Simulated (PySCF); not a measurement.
Molecule: SMILES [O-]c1ccco1, [C$_{4}$H$_{3}$O$_{2}$]-.

Geometry (Å), atoms numbered from 1 in this order:
```xyz
9

O     2.464   -0.269    0.329
C     1.234   -0.165    0.168
C     0.401    0.923   -0.096
C    -0.920    0.437   -0.178
C    -0.871   -0.902    0.032
O     0.423   -1.306    0.246
H     0.725    1.941   -0.213
H    -1.813    1.013   -0.370
H    -1.629   -1.665    0.058
```

Total charge -1.

Frames of a GFN2-xTB Langevin trajectory at 300 K; GIAO PBE0/pcSseg-1 shieldings in PySCF 2.14, gas phase, non-relativistic; equivalent atoms averaged within each frame.

Referencing at the same level of theory: $^{17}$O (σ = 336.08 ppm) against H2O; TMS for $^{13}$C (σ = 186.93 ppm), $^{1}$H (σ = 31.72 ppm). The references are static minima.

Question: How do the shifts (ppm) fluctuate along the trajectory?

Answer: 
```tsv
time (fs)	O1	O6	C2	C4	C5	C3	H8	H9	H7
optimised geometry	253.2	283.0	177.0	116.1	115.4	66.3	5.74	5.94	3.50
250	298.8	277.6	187.7	118.9	117.2	70.4	5.95	5.65	4.64
425	266.9	276.0	178.7	114.6	113.3	67.4	5.26	5.29	4.18
625	251.4	279.0	175.1	120.0	114.5	71.6	4.87	6.50	3.94
800	233.6	284.9	169.5	122.7	117.3	67.5	5.69	6.57	3.66
1000	270.3	296.2	184.3	111.2	114.1	69.8	6.36	5.86	3.59
mean of frames	264.2	282.7	179.1	117.5	115.3	69.4	5.62	5.97	4.00
standard deviation	24.2	8.2	7.2	4.5	1.8	1.8	0.58	0.55	0.43
```

5 frames give an uncertainty of the mean of about the standard deviation over 2.2 at best, since frames this close in time may not be independent; classical motion lacks zero-point vibration, and the reference would need the same averaging.
